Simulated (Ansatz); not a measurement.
Geometry optimisation, RKS PBE-D4/def2-SVP in Ansatz 0.2.0.

The input (input.yaml):

```yaml
crystal:
  periodic: [false, false, false]
  atoms:
    - { symbol: O, position_ang: [-1.0104, 0.6187, 0.899] }
    - { symbol: C, position_ang: [0.2308, 0.454, 0.363] }
    - { symbol: C, position_ang: [0.37, -0.7941, -0.4908] }
    - { symbol: S, position_ang: [-0.7543, -1.3899, -1.4443] }
    - { symbol: H, position_ang: [-1.6834, 0.5436, 0.1303] }
    - { symbol: H, position_ang: [-0.75725, 0.71798, 1.85092] }
    - { symbol: H, position_ang: [0.5573, 1.3274, -0.2301] }
    - { symbol: H, position_ang: [1.4529, -1.2182, -0.4885] }
basis:
  gaussian: { orbitals: def2-SVP }
hamiltonian:
  xc: pbe
  dispersion: d4
relax:
  f_tol: 0.02
  max_steps: 50
output:
  orbitals: {}
```

Run as:

```bash
$ ansatz run input.yaml --threads 1 --pin off --max-ram 2048MiB --backend cpu --events-out ev --progress --plain --runs-dir out
```

**Question.** Where does it end, and by what steps?

**Answer.** The forces met the threshold. After 17 steps the energy has fallen by 4.379 eV; H5 moved furthest, 1.50 Å. Parted: O1–H5. Joined: S4–H5.

| step | energy less start (eV) | largest force component (eV/Å) | accepted |
| --- | --- | --- | --- |
| 0 | 0.0000 | 4.821 | yes |
| 1 | -1.1180 | 2.125 | yes |
| 2 | -2.1221 | 1.143 | yes |
| 3 | -2.7383 | 0.945 | yes |
| 4 | -3.2018 | 1.784 | yes |
| 5 | -3.6288 | 1.872 | yes |
| 6 | -3.8656 | 3.604 | yes |
| 7 | -4.0314 | 1.519 | yes |
| 8 | -4.2255 | 0.541 | yes |
| 9 | -4.2617 | 0.388 | yes |
| 10 | -4.2599 | 0.450 | no |
| 11 | -4.3007 | 0.512 | yes |
| 12 | -4.3233 | 0.309 | yes |
| 13 | -4.3387 | 0.973 | yes |
| 14 | -4.3608 | 0.528 | yes |
| 15 | -4.3775 | 0.184 | yes |
| 16 | -4.3786 | 0.143 | yes |
| 17 | -4.3793 | 0.020 | yes |

```xyz
8
Properties=species:S:1:pos:R:3
O -0.904 0.852 0.955
C 0.270 0.478 0.357
C 0.322 -0.529 -0.542
S -1.051 -1.499 -1.082
H -1.970 -0.860 -0.304
H -0.726 1.583 1.571
H 1.183 1.033 0.634
H 1.283 -0.800 -1.000
```

Run time: 41 s on 1 CPU thread of a shared host.
